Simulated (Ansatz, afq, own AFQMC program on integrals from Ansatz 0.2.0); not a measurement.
AFQMC on a folder of integrals that Ansatz 0.2.0 wrote.

```yaml
crystal:
  periodic: [false, false, false]
  atoms:
    - {symbol: Re, position_ang: [0.000000, 0.000000, 0.000000]}
basis:
  gaussian: {orbitals: def2-TZVP}
total_charge: 1
magnetization: {spin_polarized: true, initial_magnetization: 6}
correlation: {method: ccsd_t, electrons: outside_noble_gas, hamiltonian_folder: ham}
```

```sh
$ ansatz run in.yaml --threads 1 --pin off --events-out ev --progress --plain --max-ram 24576MiB --backend cuda --devices 0, --max-vram 18GiB
```

afq runs on the folder ham with

```
--method phaseless --trial cisd --walkers 4000 --populations 20 --least-time 60 --time-step 0.005 --steps-per-block 50 --equilibration-blocks 28 --max-blocks 4000 --target-error 0.00015 --factor-cut 1e-05 --start spin_pure --seed 9806 --release-times 0.24,0.6,1.2,2,3,4.2 --release-step 0.04 --release-every 3 --taylor-order 6
```

Times are imaginary, in 1/Eh. The walk had a cap of 171 s. With eight or more populations the least sampling time is a fifth of least-time, and the error comes from their spread. Core potentials past Kr, no spin–orbit coupling.

Log:

```
orbitals 36  electrons 6 0  factors 237 of 237
reference energy -77.31765945 Eh
CCSD correlation -0.06435797 Eh in 7 cycles, weight of the determinant in the CISD state 0.9733
energy of the start -77.382017 Eh
 block  time / (1/Eh)  mean weight  energy / Eh
     1     0.250  1.0001  -77.381885
     2     0.500  1.0000  -77.382020
     3     0.750  1.0002  -77.382140
     4     1.000  1.0001  -77.382279
     5     1.250  1.0000  -77.382385
    12     3.000  0.9999  -77.382419
    19     4.750  0.9998  -77.382585
    26     6.500  1.0001  -77.382498
    33     8.250  0.9999  -77.382553
    40    10.000  1.0000  -77.382483
    47    11.750  1.0001  -77.382497
    54    13.500  1.0001  -77.382458
    61    15.250  0.9999  -77.382461
    67    16.750  1.0001  -77.382378
    68    17.000  1.0000  -77.382437
    75    18.750  1.0000  -77.382704
    78    19.500  1.0000  -77.382420
error from the spread of 20 populations
released: time / (1/Eh)  energy / Eh  error  mean overlap
  0.24  -77.382527  0.000019  0.9991
  0.60  -77.382517  0.000010  0.9995
  1.20  -77.382194  0.000339  0.9962
  2.00  -77.382544  0.000007  0.9956
  3.00  -77.382549  0.000010  0.9943
  4.20  -77.382561  0.000010  0.9846
energy -77.382488 +/- 0.000013 Eh
(rows thinned)
```

The run passed its tests (sampling time, drift between the halves within three errors, error under three times the target), which doesn't prove that it has relaxed.

Against this walk (error 0.4 meV) on the same determinant: CCSD(T) 1.7 meV higher, CCSDT(Q) 1.2 meV lower, CCSDTQ 1.3 meV lower, full CI 1.3 meV lower. The error is statistical and leaves out the bias of the constraint. The released energies have errors that jump between times, so the bars are unsure (meV from the phaseless value at times in 1/Eh: -0.8 ± 0.3 at 0.60, 8 ± 9 at 1.20, -1.53 ± 0.19 at 2.00, -1.6 ± 0.3 at 3.00, -2.0 ± 0.3 at 4.20), so they give no level; they do show a bias of the constraint, and the last of them that isn't too noisy lies 1 meV below full CI.

Cautions: constraint bias not in the error; no spin-orbit coupling; outer-core shells of the metal frozen.

The walk took 33 s on 1 × NVIDIA H100 80GB HBM3 with 2 threads of AMD EPYC 7R13 Processor (Zen 3), on a shared host (the card was shared). The log's last line is the phaseless energy.

CCSDT and higher add their correlation energy to the determinant of the CCSD(T) run, since their own runs factorise the integrals more tightly (a shift of under 2 meV). A walk keeps the symmetry of its determinant, which the program's search chose and which needn't be the lowest solution, so a lower state of the same spin and another symmetry isn't excluded.
